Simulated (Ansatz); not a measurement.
Process, species as SMILES: F[B]F → B atom + 2 F atom
B3LYP-D3(BJ)/def2-TZVP geometries, fixed; electronic energies without zero-point terms.

Basis-set convergence of the atomisation energy at PBE0 with Ansatz (a program for electronic structure). All functions are spherical. The program fits the integrals of some runs and decomposes those of others, by size. Open shells are unrestricted. No added dispersion term, no relativity. Functions are those of the species that has most. Reference: the value in aug-pcseg-3, 298.98 kcal/mol, itself unsure by roughly 0.32 kcal/mol (its mean distance from aug-cc-pVQZ, cc-pV5Z, def2-QZVPPD). Deviations are taken from unrounded values.

```csv
basis,functions,atomisation energy (kcal/mol)
cc-pVDZ,42,289.20
aug-cc-pVDZ,69,286.35
def2-SVP,42,303.06
def2-SVPD,66,298.17
pcseg-1,42,292.67
aug-pcseg-1,69,294.00
6-311G**,54,292.26
6-311+G**,66,289.59
cc-pVTZ,90,299.14
aug-cc-pVTZ,138,297.82
pcseg-2,90,298.86
aug-pcseg-2,138,299.18
def2-TZVPP,93,298.16
def2-TZVPPD,117,297.66
cc-pVQZ,165,299.33
aug-cc-pVQZ,240,298.75
def2-QZVPP,171,298.49
def2-QZVPPD,195,298.45
pcseg-3,180,298.94
aug-pcseg-3,255,298.98
```

What the diffuse functions change, pair by pair:
- cc-pVDZ to aug-cc-pVDZ: 27 more functions, deviation -9.78 to -12.63 kcal/mol
- def2-SVP to def2-SVPD: 24 more functions, deviation 4.08 to -0.82 kcal/mol
- pcseg-1 to aug-pcseg-1: 27 more functions, deviation -6.31 to -4.99 kcal/mol
- 6-311G** to 6-311+G**: 12 more functions, deviation -6.72 to -9.39 kcal/mol
- cc-pVTZ to aug-cc-pVTZ: 48 more functions, deviation 0.16 to -1.16 kcal/mol
- pcseg-2 to aug-pcseg-2: 48 more functions, deviation -0.12 to 0.19 kcal/mol
- def2-TZVPP to def2-TZVPPD: 24 more functions, deviation -0.82 to -1.32 kcal/mol
- cc-pVQZ to aug-cc-pVQZ: 75 more functions, deviation 0.35 to -0.23 kcal/mol
- def2-QZVPP to def2-QZVPPD: 24 more functions, deviation -0.50 to -0.54 kcal/mol
- pcseg-3 to aug-pcseg-3: 75 more functions, deviation -0.04 to 0.00 kcal/mol

Leaving out the reference's own pair, they bring the value nearer the reference by more than 0.32 kcal/mol in 2 of 9 pairs.
